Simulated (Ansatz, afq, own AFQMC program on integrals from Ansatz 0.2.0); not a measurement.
AFQMC, coupled cluster and functionals along a coordinate of H2 + Si, triplet

```xyz
3

H     0.0000    0.0000   -1.0840
H     0.0000    0.0000   -0.3390
Si    0.0000    0.0000    1.4230
```

A hydrogen atom is moved from one rigid fragment to the other; the H1–H2 distance tells how far. The two fragments are held close together, so this isn't a minimum-energy path and the start is a compressed complex. Energies in mEh count from this geometry (0.745 Å) at the same level; the start stands on UHF, each point on the determinant named.

Basis cc-pVTZ. Noble-gas cores (and the filled d shells of Ga–Kr and In–Xe) are frozen. AFQMC by an in-house program on the Cholesky factors that Ansatz 0.2.0 writes for its CCSD(T) run. The CISD trial takes its coefficients from CCSD amplitudes. Released means that phaseless walkers are propagated on without the constraint, phases kept. ± is one standard error of the sampling.

Cautions, each for one point or more: an unrestricted solution with more broken spin lies lower; higher spins were not checked; lower spins were not checked; strong correlation; unrestricted determinant slightly spin contaminated.

| r(H1–H2) / Å | det. | T1 | weight | ⟨S²⟩ | wB97M-V | PBE0 | CCSD(T) |
| --- | --- | --- | --- | --- | --- | --- | --- |
| 0.837 | UHF | 0.020 | 0.91 | 2.03 | 8.2 | 6.4 | 7.7 |
| 0.883 | UHF | 0.019 | 0.91 | 2.03 | 15.4 | 12.6 | 14.4 |
| 0.929 | UHF | 0.018 | 0.90 | 2.03 | 24.1 | 20.4 | 22.5 |
| 0.975 | UHF | 0.027 | 0.89 | 2.07 | 34.1 | 29.5 | 31.8 |
| 1.067 | UHF¶ | 0.067 | 0.84 | 2.07 | 54.1 | 51.5 | 53.7 |

(1) Estimate the curve of CCSDT(Q), counted from the same start.

Results:

(1) 
```tsv
r(H1–H2) / Å	det.	T1	weight	⟨S²⟩	CCSDT(Q)	ph-AFQMC/CISD	released AFQMC
0.837	UHF	0.020	0.91	2.03	7.6	7.8 ± 0.1	7.7 ± 0.08*
0.883	UHF	0.019	0.91	2.03	14.3	14.5 ± 0.1	–
0.929	UHF	0.018	0.90	2.03	22.3	22.6 ± 0.1	–
0.975	UHF	0.027	0.89	2.07	31.5	31.7 ± 0.1	31.7 ± 0.08*
1.067	UHF¶	0.067	0.84	2.07	53.0	53.9 ± 0.1	–
```

Weight is that of the determinant in the CISD state; at the start T1 is 0.020 and the weight 0.91, and ⟨S²⟩ is 2.03. ¶ marks points with a poor determinant and no full CI, where no value is sure; they don't count among the departures. An asterisk marks released energies that aren't shown to be converged. Symmetry can't show for every point that it stays on the start's state. A dash marks a missing value, a released energy that hasn't settled or a functional that sits on another state. Largest departures from CCSDT(Q), at the points where its series has closed: CCSD(T) 0.3 mEh at 0.975 (on UHF), ph-AFQMC/CISD 0.3 mEh at 0.929 (on UHF), wB97M-V 2.6 mEh at 0.975, PBE0 -2.0 mEh at 0.975. Functionals count only at points shown to share the start's state and spin.

A walk keeps the symmetry of its determinant, which the program's search chose and which needn't be the lowest solution, so a lower state of the same spin and another symmetry isn't excluded.
